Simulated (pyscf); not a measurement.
Optimised with ωB97X-D3(BJ)/def2-SVP in PySCF.

Task: For the elementary gas-phase step `[F][Ta]([F])([F])([F])[F]` + `[H]` [doublet] → `[FH]` + `[F][Ta]([F])([F])[F]` [doublet] (doublet surface; F–Ta broken, F–H formed), what barrier and reaction energy does ωB97M-D3(BJ)/def2-TZVP give, measured from the separated reactants?

Result: ΔE‡ = 26.0 kcal/mol, ΔE = -1.0 kcal/mol. Zero-point energy shifts the barrier by +1.0 kcal/mol. It is an atom transfer, with an imaginary mode of 2418i cm⁻¹. On the product side the descent ends in an adduct with a F–Ta contact, 9.1 kcal/mol under the separated species and 35.1 kcal/mol under the saddle at ωB97X-D3(BJ)/def2-TZVP. What is counted as broken (F–Ta) persists as a longer contact in the product adduct; parting that adduct is a step of its own. At ωB97X-D3(BJ) the barrier from the zero used here is 28.7 kcal/mol. This is the saddle that the search found; another between the same sides may lie lower. The angle at the transferred F is 121°: a side-on saddle, likely not the lowest. Open-shell species with a d-block atom are single-reference here; other states, and whether the spin sits on metal or ligand, were not checked. Elements past Kr carry the def2 core potentials, without spin-orbit coupling.
